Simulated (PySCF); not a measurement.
Species: 4H-pyran, C5H6O.
Structure used (PBE0-D3(BJ)/def2-SVP), in Å, numbered top down from 1:
```
atom  x, y, z in Å
C1     0.5500   -1.1335    0.0875
C2     1.4651   -0.2190    0.4168
O3     1.2447    1.1234    0.4423
C4    -0.0056    1.5351    0.0994
C5    -1.0057    0.7226   -0.2498
C6    -0.8539   -0.7701   -0.3006
H7     0.8512   -2.1834    0.1029
H8     2.4912   -0.4574    0.7013
H9    -0.0907    2.6220    0.1449
H10   -1.9663    1.1773   -0.5023
H11   -1.0932   -1.1554   -1.3112
H12   -1.5869   -1.2617    0.3687
```

All values: PBE0/pcSseg-1 and wB97X-D/def2-SVPD (PySCF, non-relativistic), on one gas-phase PBE0-D3(BJ)/def2-SVP geometry that isn't relaxed in the solvent. The solvent is an IEF-PCM continuum (cavity from Bondi-type radii × 1.2). Only the electrostatic response of the medium enters.

Gas phase at PBE0/pcSseg-1: HOMO -6.08 eV, LUMO 0.08 eV, dipole 0.84 D.

Task: What does the continuum do to the energy, the frontier levels and the dipole at PBE0/pcSseg-1 in chloroform and acetonitrile?

Result: 
```tsv
solvent	ε	E(solvent) − E(gas) (kcal/mol)	polarisation term (kcal/mol)	distortion of the solute (kcal/mol)	HOMO (eV)	LUMO (eV)	dipole (D)
chloroform	4.711	-2.12	-2.28	0.16	-6.09	0.08	1.09
acetonitrile	35.69	-2.97	-3.30	0.33	-6.11	0.07	1.20
```

The first energy column is the sum of the next two and covers electrostatics alone. From chloroform to acetonitrile the lowering changes by a factor 1.40, Onsager's factor (ε − 1)/(2ε + 1) by 1.35 and ε itself by 7.6.

Task: Which IAO charges (PBE0/pcSseg-1) respond most in acetonitrile (means over atoms taken as equivalent)?

Result: 
```json
{"atoms": "O3", "environment": "cyclic ether oxygen", "gas (e)": "-0.296", "solvent (e)": "-0.310", "change": "-0.014"}
{"atoms": "C2/C4", "environment": "vinylic carbon bearing oxygen", "gas (e)": "+0.038", "solvent (e)": "+0.024", "change": "-0.014"}
{"atoms": "H8/H9", "environment": "vinylic hydrogen", "gas (e)": "+0.163", "solvent (e)": "+0.174", "change": "+0.011"}
{"atoms": "H7/H10", "environment": "vinylic hydrogen", "gas (e)": "+0.154", "solvent (e)": "+0.165", "change": "+0.011"}
{"atoms": "H11/H12", "environment": "methylene hydrogen", "gas (e)": "+0.140", "solvent (e)": "+0.147", "change": "+0.007"}
{"atoms": "C6", "environment": "allylic carbon", "gas (e)": "-0.258", "solvent (e)": "-0.263", "change": "-0.005"}
```

Task: Which Mayer bond orders change most in acetonitrile?

Result: 
```tsv
bond	length (Å)	gas	solvent	change
C2–O3	1.361	0.993	0.982	-0.011
O3–C4	1.360	0.993	0.982	-0.011
C4–H9	1.091	0.972	0.967	-0.005
C1–C2	1.335	1.852	1.857	+0.005
C4–C5	1.335	1.852	1.857	+0.005
C2–H8	1.091	0.972	0.968	-0.004
C5–C6	1.501	1.018	1.015	-0.003
C6–C1	1.501	1.018	1.015	-0.003
```

Task: How do the nuclear quadrupole coupling constants eQVzz/h respond in acetonitrile?

Result: 
```json
{"nucleus": "17O at O3", "Q (barn)": "-0.0256", "gas (MHz)": "-10.46", "solvent (MHz)": "-10.35", "η gas": "0.52", "η solvent": "0.53"}
```

Gas phase at wB97X-D/def2-SVPD: HOMO -7.93 eV, LUMO 1.85 eV, dipole 0.92 D.

Task: What does the continuum do to the energy, the frontier levels and the dipole at wB97X-D/def2-SVPD in chloroform and acetonitrile?

Result: 
```
     solvent      ε  E(solvent) − E(gas) (kcal/mol)  polarisation term (kcal/mol)  distortion of the solute (kcal/mol)  HOMO (eV)  LUMO (eV)  dipole (D)
  chloroform  4.711                           -2.07                         -2.26                                 0.19      -7.93       1.87        1.21
acetonitrile  35.69                           -2.91                         -3.30                                 0.39      -7.95       1.86        1.33
```

Task: How does the static polarisability (wB97X-D/def2-SVPD, frozen core, with the continuum's full static response) change?

Result: 
| medium | isotropic (au) | principal values (au) | ⟨r²⟩ of the electrons (bohr²) |
| --- | --- | --- | --- |
| gas | 59.2 | 42.8, 62.4, 72.4 | 468.6 |
| chloroform | 73.8 | 53.4, 75.2, 92.7 | 468.0 |
| acetonitrile | 80.6 | 59.6, 80.4, 101.6 | 467.7 |

The isotropic value in acetonitrile is 1.36 times the gas-phase one; no cavity-field correction is applied. ⟨r²⟩ is taken about the centre of nuclear charge.

The pairwise dispersion term of wB97X-D wasn't added to the energies; at a given geometry it leaves orbitals and properties as they are.
